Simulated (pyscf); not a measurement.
This saddle point was located with ωB97X-D3(BJ)/def2-SVP in PySCF.

```
V
O 1 1.5405
O 1 1.7553 2 107.30
H 3 0.9652 1 120.61 2 6.68
O 1 1.7642 2 112.13 3 -109.86
H 5 0.9672 1 113.18 2 -86.43
N 1 2.0445 2 105.22 3 98.26
H 7 1.0194 1 113.65 2 -26.06
H 7 1.0200 8 108.28 1 126.64
H 7 1.2906 8 119.03 9 145.02
O 10 1.1918 7 140.34 8 112.39
H 11 0.9660 10 110.54 7 -108.26
```
Charge 0, spin multiplicity 1.

Surface: singlet, charge 0. Lowest wavenumbers (cm⁻¹): 1027i, 70, 209, 223, 252.

Task: Which two sides does it connect, and which bonds change?

Result: O=V(OH)(OH)–OH (SMILES [O]=[V]([OH])([OH])[OH]) + NH₃ (SMILES N) ⇌ H₂N–V(=O)(OH)–OH (SMILES [NH2][V](=[O])([OH])[OH]) + H₂O (SMILES O), a four-centre exchange read from left to right: O–V, H–N broken and N–V, H–O formed. At ωB97M-D3(BJ)/def2-TZVP it lies +18.9 kcal/mol from the left side and +9.3 kcal/mol from the right (each side as separated species at their lowest minima found). On the reactant side the descent ends in an adduct with a N–V contact, 7.0 kcal/mol under the separated species and 24.7 kcal/mol under the saddle at ωB97X-D3(BJ)/def2-TZVP. On the product side the descent ends in a complex (not fully relaxed), 6.9 kcal/mol under the separated species and 15.2 kcal/mol under the saddle at ωB97X-D3(BJ)/def2-TZVP. What is counted as formed (N–V) is already present as a longer contact in the reactant adduct; forming that adduct is a step of its own. One saddle was located; it need not be the lowest between these sides.
